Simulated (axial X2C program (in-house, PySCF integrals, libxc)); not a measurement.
# Outer orbitals of SiS⁻ at 2.037 Å, PBE0

All values were computed with an axial X2C code built on PySCF integrals. Spin-free means the one-electron spin-free X2C Hamiltonian; two-component (2c) means X2C with spin–orbit coupling and atomic mean-field two-electron Coulomb and Gaunt terms, so the difference of the two also holds small scalar two-electron terms. Basis: S dyall-av3z [9s8p3d2f], Si dyall-av3z [9s8p3d2f] (cores contracted in-house); Gaussian nuclei, density fitting, unrestricted open shells. Masses: S 31.972 u, Si 27.977 u.

The distance is close to the 2c PBE0 minimum; the highest filled and lowest empty levels are listed.

Spin-free orbitals, state M_S = 1/2, Λ = 1 (beyond evenly filled blocks: π+α) (Löwdin shares):

```tsv
symmetry	occupied	ε (eV)	atomic character
σα	yes	-13.76	63% S s, 12% Si s, 12% Si p
σβ	yes	-13.61	63% S s, 12% Si p, 11% Si s
σα	yes	-6.73	44% Si s, 36% S p, 10% S s
σβ	yes	-6.15	41% S p, 40% Si s, 10% S s
π+α	yes	-2.58	67% S p, 24% Si p, 5% Si d
σα	yes	-2.39	38% S p, 36% Si p, 17% Si s
π-α	yes	-2.32	67% S p, 22% Si p, 6% Si d
π+β	yes	-2.15	70% S p, 18% Si p, 7% Si d
π-β	yes	-2.15	70% S p, 18% Si p, 7% Si d
σβ	yes	-2.05	37% Si p, 33% S p, 21% Si s
π+α	yes	1.04	56% Si p, 15% S p, 13% Si d
π-α	no	2.51	64% Si p, 13% Si d, 11% S p
π+β	no	3.08	73% Si p, 10% Si d, 8% S p
π-β	no	3.08	73% Si p, 10% Si d, 8% S p
σα	no	3.08	90% Si p, 5% Si s, 2% S p
```

The highest filled level is positive, so this functional does not bind it, and the empty levels of an anion are set by the basis.

Spinors with spin–orbit coupling (state Ω = 1/2):

```
   ω  occupied  ε (eV)             atomic character    λ mixture
-1/2       yes  -13.75  63% S s, 12% Si s, 12% Si p       100% σ
 1/2       yes  -13.61  63% S s, 12% Si p, 11% Si s       100% σ
-1/2       yes   -6.73   44% Si s, 36% S p, 10% S s       100% σ
 1/2       yes   -6.15   41% S p, 40% Si s, 10% S s       100% σ
 1/2       yes   -2.60   67% S p, 24% Si p, 5% Si d       100% π
-1/2       yes   -2.38  38% S p, 36% Si p, 17% Si s  99% σ, 1% π
-3/2       yes   -2.29   67% S p, 23% Si p, 6% Si d       100% π
-1/2       yes   -2.17   70% S p, 18% Si p, 7% Si d  99% π, 1% σ
 3/2       yes   -2.13   70% S p, 18% Si p, 7% Si d       100% π
 1/2       yes   -2.05  37% Si p, 33% S p, 21% Si s       100% σ
 1/2       yes    1.03  56% Si p, 15% S p, 13% Si d       100% π
-3/2        no    2.52  64% Si p, 13% Si d, 11% S p       100% π
-1/2        no    3.07   73% Si p, 10% Si d, 8% S p  98% π, 2% σ
-1/2        no    3.08    89% Si p, 6% Si s, 2% S p  98% σ, 2% π
 3/2        no    3.08   73% Si p, 10% Si d, 8% S p       100% π
```

The highest filled level is positive, so this functional does not bind it, and the empty levels of an anion are set by the basis.

Mulliken charges and populations of the two-component result (they depend on the basis, above all on diffuse functions):

S -0.47 e (s 5.87 p 10.54 d 0.06), Si -0.53 e (s 5.90 p 8.42 d 0.18 f 0.02). ⟨Lz⟩ = 1.00 ħ and ⟨Sz⟩ = -0.50 ħ (-0.02 and -0.48 on the two atoms), which add up to Ω.

The state is a single determinant with fixed occupations, the lowest that a limited PBE0 search found. Density functionals use the spin component along the axis (collinear). The highest occupied level is positive at some bond lengths even in Hartree–Fock (under at least one Hamiltonian), so the basis set holds the extra electron there; where that holds at Re the anion is at best weakly bound and its constants depend on the basis. Without a current term, density functionals place determinants with orbital angular momentum somewhat too high.
